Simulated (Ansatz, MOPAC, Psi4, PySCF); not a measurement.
System: lithium hydride, LiH (charge 0, singlet). SMILES: [LiH]
Geometry from a B3LYP-D3(BJ)/def2-TZVP (Ansatz, an electronic-structure program) optimisation:
```xyz
2

Li     0.0000     0.0000    -0.3977
H      0.0000     0.0000     1.1930
```
Charge 0, spin multiplicity 1.

Wanted: size of the dipole moment, in D. Set-up: non-relativistic; 6-311+G** with 5d; 6-31G* and kin with 6d, 5d where marked; spin-orbit terms left out; PM7 with its own dispersion and hydrogen-bond terms. Ab initio and DFT rows: single points at B3LYP-D3(BJ) geometries (Ansatz). Semi-empirical rows: dipoles at the shared geometry.

| level | program | size of the dipole moment (D) |
|---|---|---|
| PM3 | MOPAC | 5.80 |
| PM7 | MOPAC | 3.17 |
| SVWN5/6-31G* | Ansatz | 5.45 |
| PBE/STO-3G | Ansatz | 4.69 |
| PBE/6-31G* | Ansatz | 5.47 |
| PBE/6-311+G** | Ansatz | 5.60 |
| B3LYP/6-31G* | Ansatz | 5.59 |
| B3LYP/6-31G** | Ansatz | 5.57 |
| wB97X-D/6-311+G** | Psi4 | 5.87 |
| B3PW91/6-31G* (5d) | PySCF | 5.67 |

No value to compare with is used here. The 10 habitual levels span 3.17 (PM7) to 5.87 D (wB97X-D/6-311+G**).

The levels are drawn from those run, B3LYP/6-31G* more often than the rest, none by its result; runs whose electronic state is in doubt are left out.
